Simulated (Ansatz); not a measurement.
# CH2BO radical (SMILES [CH2]B=O): single points off equilibrium

One table from this session's results is given with a row withheld; the runs are named, their logs left out.

Method: single points in def2-TZVPP; program: Ansatz 0.2.0, Gaussian basis.

Correlated methods freeze the cores. Orbitals are unrestricted.

## Starting geometry

SMILES `[CH2]B=O`, 5 atoms, charge 0, spin multiplicity 2.

Atoms are counted from 1 here; the program's logs count them from 0.

Bond lengths: C1–B2 1.537 Å, C1–H4 0.943 Å, C1–H5 1.219 Å, B2–O3 1.132 Å. Angles: B2–C1–H4 129.2°, B2–C1–H5 117.9°, H4–C1–H5 112.4°, C1–B2–O3 174.4°.

Geometry (Å):

```xyz
5

C    -0.3365    0.2534   -0.4334
B     0.4953   -0.5673    0.5654
O     1.1954   -1.1103    1.2707
H    -0.8200   -0.0384   -1.1891
H    -0.5499    1.4248   -0.1702
```

Set-up of the first run:

File run/in.yaml:

```yaml
crystal:
  periodic: [false, false, false]
  atoms:
    - {symbol: C, position_ang: [-0.336500, 0.253400, -0.433400]}
    - {symbol: B, position_ang: [0.495300, -0.567300, 0.565400]}
    - {symbol: O, position_ang: [1.195400, -1.110300, 1.270700]}
    - {symbol: H, position_ang: [-0.820000, -0.038400, -1.189100]}
    - {symbol: H, position_ang: [-0.549900, 1.424800, -0.170200]}
basis:
  gaussian: {orbitals: def2-TZVPP}
magnetization: {spin_polarized: true, initial_magnetization: 1}
correlation: {method: ccsd_t}
scf: {omitted_lower_state_checks: [cluster_reference]}
output: {forces: true}
```

No record of the launch command was kept for these runs.

Steps of the session up to this table: CCSD(T)/def2-TZVPP; PBE0-D4/def2-TZVPP; wB97M-V/def2-TZVPP; r2SCAN-D4/def2-TZVPP; PBE-D4/def2-TZVPP; BHLYP-D4/def2-TZVPP; SPW92/def2-TZVPP.

One of the session's tables, all rows but one given; the rest of the session is left out.

| method | RMS force component (eV/Å) | angle to CCSD(T) forces (°) | dipole (D) |
| --- | --- | --- | --- |
| CCSD(T) | 4.740 | reference | 3.16 |
| PBE0-D4 | 4.579 | 3.0 | 3.30 |
| wB97M-V | ? | ? | ? |
| r2SCAN-D4 | 4.674 | 2.0 | 3.23 |
| PBE-D4 | 4.881 | 2.3 | 3.08 |
| BHLYP-D4 | 4.271 | 6.1 | 3.47 |
| SPW92 | 4.798 | 4.3 | 3.13 |

Q: Estimate the row for wB97M-V from the others.

The run gave: RMS force component (eV/Å): 4.538; angle to CCSD(T) forces (°): 2.4; dipole (D): 3.31. In the column «RMS force component (eV/Å)» it lies between BHLYP-D4 (4.271) and PBE0-D4 (4.579).
